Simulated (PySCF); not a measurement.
# HCl⁺: everyday levels beside a composite calculation

PySCF; the state is a doublet (π ↑). The composite is CCSD(T) extrapolated to the basis-set limit from two correlation-consistent sets, with core-valence (CV) and scalar-relativistic (SR) terms as its label shows; it has no spin–orbit coupling and nothing beyond (T). Here it is CCSD(T)/CBS(TQ)+CV+SR. It gives Re = 1.315 Å, ωe = 2679 cm⁻¹ and De = 4.83 eV to H + Cl⁺.

```tsv
level	basis	relativity	Re (Å)	ωe (cm⁻¹)	De (eV)
PBE	def2-SVP	no relativity	1.342	2585	4.85
PBE	cc-pVDZ/cc-pV(D+d)Z	no relativity	1.341	2586	4.88
PBEsol	aug-pcseg-1	no relativity	1.350	2557	5.04
revPBE	def2-TZVPPD	no relativity	1.332	2577	4.82
BP86	cc-pVDZ/cc-pV(D+d)Z	no relativity	1.343	2573	5.02
BP86	aug-pcseg-1	no relativity	1.349	2553	4.97
BP86	def2-TZVPPD	no relativity	1.333	2562	5.06
r²SCAN	def2-SVP	no relativity	1.330	2667	4.88
M06-L	def2-TZVPPD	no relativity	1.317	2688	4.80
PBE0	def2-SVP	no relativity	1.329	2690	4.78
```

Q: Give the difference of each row from the composite.

A: 

```tsv
level	basis	ΔRe (pm)	Δωe (%)	ΔDe (eV)
PBE	def2-SVP	+2.7	-3.5	+0.02
PBE	cc-pVDZ/cc-pV(D+d)Z	+2.6	-3.5	+0.05
PBEsol	aug-pcseg-1	+3.5	-4.6	+0.21
revPBE	def2-TZVPPD	+1.7	-3.8	-0.01
BP86	cc-pVDZ/cc-pV(D+d)Z	+2.8	-4.0	+0.19
BP86	aug-pcseg-1	+3.4	-4.7	+0.14
BP86	def2-TZVPPD	+1.8	-4.4	+0.23
r²SCAN	def2-SVP	+1.5	-0.4	+0.05
M06-L	def2-TZVPPD	+0.2	+0.3	-0.03
PBE0	def2-SVP	+1.4	+0.4	-0.05
```

Q: Which rows come closest in De?

A: PBE in def2-SVP (+0.02 eV); revPBE in def2-TZVPPD (-0.01 eV), counted from the composite.

Correlated steps freeze 5 core orbitals. For an ion De counts to the pair picked by the measured ionisation energies or electron affinities, which need not be the lowest pair at this level. The state is the lowest determinant that a PBE0 search found; another state may lie lower at other levels.
